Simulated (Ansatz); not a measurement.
[BClH3]- (BH3Cl⁻). Charge -1, multiplicity 3. Geometry PBE0-D4/def2-TZVPD, that of the charge -1 singlet; atoms count from 1.

```xyz
5

B    -0.152    0.041   -0.084
Cl    1.517   -0.413    0.835
H    -0.803    0.733    0.684
H    -0.716   -1.012   -0.338
H     0.155    0.650   -1.097
```

The highest occupied level of the charge -1 triplet lies above zero (up to 1.70 eV). By energy differences it is unbound by 0.85 eV (vertical, to the charge 0 doublet, at PBE0-D4/def2-TZVPD) and held by the finite basis. At PBE0-D4/def2-TZVPD a singlet of charge -1 lies 5.17 eV below the triplet at the same geometry.

**Question.** Estimate the Mulliken populations from the PBE0/def2-TZVPD orbitals of Ansatz.

**Answer.** 
| atom | charge (e) | spin (α − β) |
| --- | --- | --- |
| B1 | -1.79 | 1.61 |
| Cl2 | 0.89 | -0.36 |
| H3 | 0.02 | 0.37 |
| H4 | -0.06 | 0.19 |
| H5 | -0.06 | 0.19 |
Mulliken values and Mayer orders depend strongly on the basis. With diffuse functions, as here, like atoms can get unlike values, and bond orders can come out too low or too high.

**Question.** Where does the spin sit?

**Answer.** Summed by element: B 1.61, Cl -0.36, H 0.75, of 2 unpaired in all. Largest on single atoms: B1 1.61, H3 0.37, Cl2 -0.36.
